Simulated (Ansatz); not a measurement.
# Relaxing a trial structure of CH5MgSi−

The starting geometry of this gas-phase singlet was optimised with GFN2-xTB.

```xyz
8

C     1.0464    0.2930   -0.0254
Mg    0.4691   -1.7218    0.4303
Si   -0.6935    0.1166   -0.7792
H     0.7534   -3.3645    1.2625
H    -0.9882    1.1406   -1.9129
H    -1.6418    0.8035    0.2276
H     1.2398    1.2748    0.4554
H     1.7913    0.2149   -0.8457
```

Problem. Predict what becomes of its bonds when it is optimised with BLYP-D3(BJ)/def2-SVPD.

Solution. It keeps its bonds.

The energy falls by 0.13 eV over 9 steps:

| step | E − E(last) (eV) |
| --- | --- |
| 1 | 0.126 |
| 2 | 0.025 |
| 3 | 0.006 |
| 4 | 0.003 |
| 5 | 0.001 |
| 6 | 0.000 |
| 7 | 0.000 |
| 8 | 0.000 |
| 9 | 0.000 |

Final geometry (Å):

```xyz
8

C     1.0199    0.3073   -0.0154
Mg    0.5100   -1.7331    0.4753
Si   -0.7777    0.1600   -0.7619
H     0.8109   -3.3291    1.1649
H    -1.0062    1.0256   -2.0241
H    -1.6549    0.9363    0.2336
H     1.2939    1.2127    0.5652
H     1.7806    0.1773   -0.8249
```

Frequencies at the end are all real (lowest 216 cm⁻¹). Run with Ansatz 0.2.0, 16 s on 2 threads of Arm Neoverse V1 (shared host).
